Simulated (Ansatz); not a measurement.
NH, triplet: cost against accuracy

Geometry (MP2(full)/6-31G*, from the G2/97 set):

```csv
atom,x (Å),y (Å),z (Å)
N,0.0000,0.0000,0.0000
H,0.0000,0.0000,1.0394
```

Measured, as an electronic atomization energy: 83.6 kcal/mol (G2/97 heats of formation of molecule and atoms, with zero-point and thermal terms from B3LYP taken off; Curtiss et al., J. Chem. Phys. 106, 1063 (1997), Staroverov et al., J. Chem. Phys. 119, 12129 (2003)). The measured value holds scalar relativity and spin–orbit coupling, which all computed ones lack, and core correlation, which the wave-function levels lack. Atoms are taken at the same level, with ROHF references for molecule and atoms in the R rows. The atoms' steps beyond CCSDT(Q) are taken from restricted open-shell runs, which share full CI's core. Ansatz 0.2.0; the 6-31G* set has Cartesian d functions; a miss is computed less measured; times are wall times on shared hosts and scatter by a factor of two or so. A small miss in a small set is a cancellation of the method's error against the basis error.

```json
{"level": "CISD", "basis": "STO-3G", "miss (kcal/mol)": "-21.2", "time of the run": "0.07 s", "hardware": "1 CPU thread"}
{"level": "UCCSD(T)", "basis": "STO-3G", "miss (kcal/mol)": "-21.2", "time of the run": "0.16 s", "hardware": "1 CPU thread"}
{"level": "UCCSD(T)", "basis": "6-31G", "miss (kcal/mol)": "-24.1", "time of the run": "0.19 s", "hardware": "1 CPU thread"}
{"level": "UHF", "basis": "6-31G*", "miss (kcal/mol)": "-36.1", "time of the run": "0.19 s", "hardware": "1 CPU thread"}
{"level": "B3LYP", "basis": "cc-pVDZ", "miss (kcal/mol)": "-0.2", "time of the run": "0.21 s", "hardware": "1 CPU thread"}
{"level": "PBE", "basis": "STO-3G", "miss (kcal/mol)": "5.3", "time of the run": "0.21 s", "hardware": "1 CPU thread"}
{"level": "PBE0", "basis": "6-31G*", "miss (kcal/mol)": "-1.8", "time of the run": "0.21 s", "hardware": "1 CPU thread"}
{"level": "PBE", "basis": "6-31G*", "miss (kcal/mol)": "1.6", "time of the run": "0.22 s", "hardware": "1 CPU thread"}
{"level": "UCCSD(T)", "basis": "cc-pVDZ", "miss (kcal/mol)": "-12.3", "time of the run": "0.24 s", "hardware": "1 CPU thread"}
{"level": "PBE", "basis": "cc-pVDZ", "miss (kcal/mol)": "0.4", "time of the run": "0.25 s", "hardware": "1 CPU thread"}
{"level": "RPA-PBE", "basis": "cc-pVDZ", "miss (kcal/mol)": "-10.7", "time of the run": "0.25 s", "hardware": "1 CPU thread"}
{"level": "NEVPT2 (valence space)", "basis": "cc-pVDZ", "miss (kcal/mol)": "-13.1", "time of the run": "0.25 s", "hardware": "1 CPU thread"}
{"level": "NEVPT2 (valence space)", "basis": "cc-pVTZ", "miss (kcal/mol)": "-6.5", "time of the run": "0.28 s", "hardware": "1 CPU thread"}
{"level": "NEVPT4(SD) (valence space)", "basis": "6-31G", "miss (kcal/mol)": "-24.1", "time of the run": "0.32 s", "hardware": "1 CPU thread"}
{"level": "r2SCAN", "basis": "6-31G", "miss (kcal/mol)": "-10.6", "time of the run": "0.34 s", "hardware": "1 CPU thread"}
{"level": "UHF", "basis": "cc-pVQZ", "miss (kcal/mol)": "-32.5", "time of the run": "0.34 s", "hardware": "1 CPU thread"}
{"level": "MRCISD+Q (valence space)", "basis": "6-31G*", "miss (kcal/mol)": "-16.5", "time of the run": "0.37 s", "hardware": "1 CPU thread"}
{"level": "BCCD(T)", "basis": "6-31G*", "miss (kcal/mol)": "-16.2", "time of the run": "0.37 s", "hardware": "1 CPU thread"}
{"level": "MRCISD+Q (valence space)", "basis": "cc-pVDZ", "miss (kcal/mol)": "-12.5", "time of the run": "0.4 s", "hardware": "1 CPU thread"}
{"level": "r2SCAN", "basis": "STO-3G", "miss (kcal/mol)": "-0.9", "time of the run": "0.4 s", "hardware": "1 CPU thread"}
{"level": "BHLYP", "basis": "cc-pVTZ", "miss (kcal/mol)": "-0.7", "time of the run": "0.4 s", "hardware": "1 CPU thread"}
{"level": "CISD", "basis": "6-31G*", "miss (kcal/mol)": "-17.8", "time of the run": "0.4 s", "hardware": "1 CPU thread"}
{"level": "RCCSDT", "basis": "STO-3G", "miss (kcal/mol)": "-21.2", "time of the run": "0.46 s", "hardware": "1 CPU thread"}
{"level": "wB97M-V", "basis": "6-31G*", "miss (kcal/mol)": "-1.1", "time of the run": "0.52 s", "hardware": "1 CPU thread"}
{"level": "RPA-PBE", "basis": "cc-pVTZ", "miss (kcal/mol)": "-3.7", "time of the run": "0.58 s", "hardware": "1 CPU thread"}
{"level": "MRCISD+Q (valence space)", "basis": "cc-pVTZ", "miss (kcal/mol)": "-4.8", "time of the run": "0.6 s", "hardware": "1 CPU thread"}
{"level": "CISD", "basis": "cc-pVDZ", "miss (kcal/mol)": "-14.1", "time of the run": "0.61 s", "hardware": "1 CPU thread"}
{"level": "r2SCAN", "basis": "cc-pVTZ", "miss (kcal/mol)": "0.1", "time of the run": "0.64 s (with forces)", "hardware": "1 CPU thread"}
{"level": "CISDTQ", "basis": "cc-pVDZ", "miss (kcal/mol)": "-12.1", "time of the run": "0.7 s", "hardware": "1 CPU thread"}
{"level": "full CI", "basis": "cc-pVDZ", "miss (kcal/mol)": "-12.1", "time of the run": "0.76 s", "hardware": "1 CPU thread"}
{"level": "full CI", "basis": "6-31G*", "miss (kcal/mol)": "-16.1", "time of the run": "0.79 s", "hardware": "1 CPU thread"}
{"level": "UCCSDT(Q)", "basis": "6-31G", "miss (kcal/mol)": "-24.0", "time of the run": "1.3 s", "hardware": "1 CPU thread"}
{"level": "NEVPT2 (valence space)", "basis": "cc-pVQZ", "miss (kcal/mol)": "-4.5", "time of the run": "1.6 s", "hardware": "1 CPU thread"}
{"level": "UCCSDT(Q)", "basis": "6-31G*", "miss (kcal/mol)": "-16.1", "time of the run": "1.7 s", "hardware": "1 CPU thread"}
{"level": "wB97M-V", "basis": "cc-pVQZ", "miss (kcal/mol)": "1.3", "time of the run": "2 s", "hardware": "H100 + 2 CPU threads"}
{"level": "RCCSD(T)", "basis": "cc-pVQZ", "miss (kcal/mol)": "-2.1", "time of the run": "2.2 s", "hardware": "1 CPU thread"}
{"level": "CISDTQ", "basis": "cc-pVTZ", "miss (kcal/mol)": "-4.3", "time of the run": "2.6 s", "hardware": "H100 + 2 CPU threads"}
{"level": "UCCSDT(Q)", "basis": "cc-pVQZ", "miss (kcal/mol)": "-2.0", "time of the run": "3.2 s", "hardware": "H100 + 2 CPU threads"}
{"level": "NEVPT4(SD) (valence space)", "basis": "cc-pVQZ", "miss (kcal/mol)": "-2.8", "time of the run": "3.5 s", "hardware": "H100 + 2 CPU threads"}
{"level": "UCCSDTQ", "basis": "6-31G", "miss (kcal/mol)": "-24.0", "time of the run": "4.7 s", "hardware": "1 CPU thread"}
```

HF's time is that of a plain UHF run.

The smallest set from which on each level stays within 1 kcal/mol of its own cc-pVQZ value (sets in order of size: STO-3G, 6-31G, 6-31G*, cc-pVDZ, cc-pVTZ, cc-pVQZ): RHF cc-pVTZ; UHF cc-pVTZ; PBE cc-pVTZ; r2SCAN cc-pVTZ; B3LYP cc-pVTZ; wB97M-V cc-pVTZ; B2PLYP none (cc-pVTZ is 1.2 kcal/mol off); RMP2 none (cc-pVTZ is 2.4 kcal/mol off); UMP2 none (cc-pVTZ is 2.3 kcal/mol off); RCCSD(T) none (cc-pVTZ is 2.3 kcal/mol off); UCCSD(T) none (cc-pVTZ is 2.3 kcal/mol off).
